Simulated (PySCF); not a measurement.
Species: C₄H₄NP.
Atom-mapped SMILES: `[cH:1]1[cH:2][n:3][cH:4][p:5][cH:6]1`

NICS is the negative of the GIAO shielding at a point without a nucleus: at the ring centre (0) and 1 Å above and below it (1); zz is the component along the ring normal. Level: GIAO KT2/pcSseg-2 (PySCF, non-relativistic, gas phase) on the PBE0-D3(BJ)/def2-SVP geometry, one conformer.

Ring bond lengths (Å): C1–C2 1.397, C2–N3 1.330, N3–C4 1.325, C4–P5 1.751, P5–C6 1.739, C6–C1 1.389.

What do the NICS probes read (ppm)?

| ring | type | NICS(0) | NICS(1), two faces | NICS(1)zz, two faces | rms pucker (Å) | centre to ring atoms, mean (Å) |
| --- | --- | --- | --- | --- | --- | --- |
| C1–C2–N3–C4–P5–C6 | 6-membered ring with N and P; formal bonds all aromatic | -5.5 | -9.0 / -9.0 | -25.1 / -25.1 | 0.00 | 1.48 |

What do they say, and how far can they be read as aromaticity?

- C1–C2–N3–C4–P5–C6: mean NICS(1)zz -25.1 ppm, shielded.

What does the geometric index give? HOMA takes Krygowski's 1993 parameters.

- C1–C2–N3–C4–P5–C6: HOMA 0.91; the largest term is that of C4–P5, α(R − Ropt)² = 0.33.

At the second NICS(1) probe listed for ring C1–C2–N3–C4–P5–C6, 1 Å off the ring, how large is the induced field along the normal in 14.1 T applied along it?

NICSzz × B0 = -25.1 ppm × 14.1 T = -354 μT, against the applied field.

List the ring angles.

- C1–C2–N3–C4–P5–C6: C1 122.2°, C2 125.6°, N3 120.9°, C4 129.1°, P5 98.1°, C6 124.1°; sum 720.0° against 720° for a flat convex ring.

How shielded are the nuclei of the rings and their hydrogens (means over atoms taken as equivalent)?

| atoms | environment | σ isotropic (ppm) |
| --- | --- | --- |
| C1 | aromatic CH carbon | 59.8 |
| C2 | aromatic CH next to a ring nitrogen | 36.4 |
| N3 | pyridine-type nitrogen | -91.4 |
| C4 | aromatic CH next to a ring nitrogen | -1.7 |
| P5 | phosphorus bonded to 2 C | 143.1 |
| C6 | aromatic CH carbon | 17.2 |
| H on C1 | aromatic hydrogen | 23.85 |
| H on C2 | aromatic hydrogen | 22.38 |
| H on C4 | aromatic hydrogen | 20.82 |
| H on C6 | aromatic hydrogen | 22.02 |

How do the values depend on the level or the medium?

```json
{"level": "KT2/pcSseg-2, gas", "NICS(0), C1–C2–N3–C4–P5–C6": "-5.5", "mean NICS(1)zz, C1–C2–N3–C4–P5–C6": "-25.1"}
{"level": "PBE0/pcSseg-1, gas", "NICS(0), C1–C2–N3–C4–P5–C6": "-6.2", "mean NICS(1)zz, C1–C2–N3–C4–P5–C6": "-26.4"}
{"level": "PBE0/pcSseg-1, IEF-PCM benzene", "NICS(0), C1–C2–N3–C4–P5–C6": "-6.1", "mean NICS(1)zz, C1–C2–N3–C4–P5–C6": "-26.4"}
{"level": "PBE0/pcSseg-1, IEF-PCM chloroform", "NICS(0), C1–C2–N3–C4–P5–C6": "-6.1", "mean NICS(1)zz, C1–C2–N3–C4–P5–C6": "-26.4"}
```

The geometry is the same throughout; the continuum's cavity takes Bondi-type radii × 1.2.

Time: 76 s; peak memory 0.87 GiB. Hardware: Arm Neoverse N1, one thread, shared host. This is the whole shielding run at KT2/pcSseg-2, SCF included.
